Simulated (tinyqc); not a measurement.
Inside a calculation. Method: UKS/LDA (VWN5) in the sto-6g basis, for NH, spin multiplicity 3. One step of it, computed by the program tinyqc.

Question. Orthogonalisation. S = U s U^T; symmetric (Loewdin) form X = U s^(-1/2) U^T, so that X^T S X = 1.

overlap S:
```
           1N 1s     1N 2s    1N 2px    1N 2py    1N 2pz     2H 1s
1N 1s   1.000000  0.229416  0.000000  0.000000  0.000000  0.009526
1N 2s   0.229416  1.000000  0.000000  0.000000  0.000000  0.146518
1N 2px  0.000000  0.000000  1.000000  0.000000  0.000000  0.000000
1N 2py  0.000000  0.000000  0.000000  1.000000  0.000000  0.000000
1N 2pz  0.000000  0.000000  0.000000  0.000000  1.000000  0.161509
2H 1s   0.009526  0.146518  0.000000  0.000000  0.161509  1.000000
```

Give: eigenvalues of S; X.

Answer.

eigenvalues of S: 0.715  0.867  1.000  1.000  1.123  1.294

X:
```
         1N 1s   1N 2s  1N 2px  1N 2py  1N 2pz   2H 1s
1N 1s    1.021  -0.120   0.000   0.000  -0.001   0.009
1N 2s   -0.120   1.029   0.000   0.000   0.009  -0.077
1N 2px   0.000   0.000   1.000   0.000   0.000   0.000
1N 2py   0.000   0.000   0.000   1.000   0.000   0.000
1N 2pz  -0.001   0.009   0.000   0.000   1.010  -0.083
2H 1s    0.009  -0.077   0.000   0.000  -0.083   1.019
```
